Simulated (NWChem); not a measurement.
System: chlorine (Cl2); SMILES ClCl

All runs: NWChem. Geometry: optimised at B3LYP/6-31G* (spherical d). Vertical excitations in the gas phase; the lowest state need not have the same character in each row.

### Question
Order these by “lowest excitation, singlet (eV)”, lowest first: B3LYP/aug-cc-pVDZ, TDA; LRC-wPBEh/aug-cc-pVDZ, TDA; PBE/aug-cc-pVDZ, TDA.

### Answer
PBE/aug-cc-pVDZ, TDA (3.16), B3LYP/aug-cc-pVDZ, TDA (3.27), LRC-wPBEh/aug-cc-pVDZ, TDA (3.39)
